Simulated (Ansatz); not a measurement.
C2H4FNO (`N=COCF`), charge 0, multiplicity 1.

Q: Give a relaxed structure at PBE0-D4/def2-TZVP (Ansatz). (An estimate is asked.)

A: Ansatz gave: 
Z-matrix (Å, degrees):
```
C
F 1 1.350
O 1 1.397 2 106.3
H 1 1.096 2 108.9 3 119.2
H 1 1.096 2 108.9 3 -119.2
C 3 1.349 1 117.2 2 179.9
N 6 1.258 3 130.3 1 0.0
H 6 1.088 3 109.0 1 -180.0
H 7 1.017 6 114.4 3 -0.0
```
Point group Cs.
This is one stationary point; other conformers may exist.
